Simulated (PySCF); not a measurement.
## Successive ionisation energies of fluorine

Calculated with PySCF 2.14, two-component X2C-1e (Gaussian nucleus, no Breit or QED terms), each ion in its own even-tempered basis; GMP2 freezes the deep shells of the larger ions and drops the highest virtual spinors; eV.

| ion | configuration | GHF (spin-free) | GHF (screened spin-orbit) | GMP2 (screened spin-orbit) | NIST | kind |
| --- | --- | --- | --- | --- | --- | --- |
| F | [He] 2s2 2p5 | 15.639 | 15.636 | 17.204 | 17.423 | measured |
| F⁺ | [He] 2s2 2p4 | 33.261 | 33.283 | 34.659 | 34.971 | measured |
| F²⁺ | [He] 2s2 2p3 | 62.333 | 62.303 | 62.858 | 62.708 | semi-empirical |
| F³⁺ | [He] 2s2 2p2 | 86.815 | 86.785 | 87.339 | 87.175 ± 0.017 | semi-empirical |
| F⁴⁺ | [He] 2s2 2p1 | 114.26 | 114.32 | 114.53 | 114.25 | semi-empirical |
| F⁵⁺ | [He] 2s2 | 154.03 | 154.03 | 155.94 | 157.16 | measured |
| F⁶⁺ | [He] 2s1 | 185.06 | 185.06 | 185.19 | 185.19 | measured |
| F⁷⁺ | 1s2 | 952.86 | 952.86 | 954.04 | 953.90 | theoretical |
| F⁸⁺ | 1s1 | 1103.3 | 1103.3 | 1103.3 | 1103.1 | theoretical |

(1) Where is the largest relative jump?

Answers

(1) From F⁶⁺ to F⁷⁺: 185.19 to 954.04 eV, where the electron removed from 1s2 comes from a deeper shell or subshell.
